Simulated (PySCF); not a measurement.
C₂H₃NO.
Structure used (PBE0-D3(BJ)/def2-SVP), in Å, numbered top down from 1:
```xyz
7
C2H3NO angstrom
N      1.4987   -0.1133    0.1153
C      0.3675    0.4369    0.2688
C     -0.9160   -0.1389   -0.2404
O     -1.9844    0.3890   -0.1050
H      1.3934   -0.9985   -0.4013
H      0.2846    1.3968    0.8031
H     -0.7932   -1.1239   -0.7704
```

Computed, not measured: EOM-EE-CCSD/aug-cc-pVDZ in PySCF, restricted Hartree–Fock reference, frozen core, non-relativistic, gas phase, PBE0-D3(BJ)/def2-SVP geometry.

Q: What does EOM-EE-CCSD give for the lowest vertical excitations?

A: 
```tsv
state	E (eV)	cm⁻¹	main singles (HF orbitals, share of the singles part)
singlet 1	3.64	29360	HOMO→LUMO+2 79 %
singlet 2	5.22	42100	HOMO-2→LUMO+2 69 %
singlet 3	7.01	56540	HOMO→LUMO 79 %
singlet 4	7.40	59690	HOMO→LUMO+10 23 %, HOMO→LUMO+6 21 %, HOMO→LUMO+4 20 %
triplet 1	3.17	25570	HOMO→LUMO+2 80 %
triplet 2	4.56	36780	HOMO-2→LUMO+2 63 %
```

Q: What is the vertical gap between the lowest excited singlet and the lowest triplet?

A: 3.64 − 3.17 = 0.47 eV (45 kJ/mol). Both are led by HOMO→LUMO+2.

The first EOM-IP-CCSD ionisation energy is 10.32 eV, 2.92 eV above the highest singlet listed and 6.68 eV above the lowest.

T1 diagnostic 0.016. EOM-CCSD puts states of mainly double-excitation character too high. An iterative search for so few roots can pass over a low state.

One conformer stands for the species.
